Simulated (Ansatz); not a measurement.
Wavefunction ladder for CH5AlSi, SMILES `[CH2]1[AlH][SiH2]1`

```xyz
8

C    -0.827    0.379   -0.119
Al    0.919    0.773   -0.896
Si    0.401   -0.886    0.652
H    -1.096    1.158    0.607
H    -1.733    0.022   -0.606
H     1.635    1.734   -1.926
H     0.183   -2.272    0.152
H     0.518   -0.907    2.136
```

The species carries charge 0 and has multiplicity 1. The structure was optimised at the PBE0-D4/def2-TZVP level. Frozen core, restricted reference, Ansatz. CBS rows extrapolate triple and quadruple zeta; past MP2 they add the triple-zeta difference.

```
     basis     HF (Eh)  MP2 corr.  CCSD corr.       (T)  CCSD(T) total
  def2-SVP  -571.36096   -0.30057    -0.34457  -0.01134     -571.71687
def2-TZVPP  -571.59171   -0.37258    -0.41414  -0.01737     -572.02322
def2-QZVPP  -571.60921   -0.39783           –         –              –
 CBS(def2)  -571.61162   -0.41654    -0.45810     as TZ     -572.08709
```
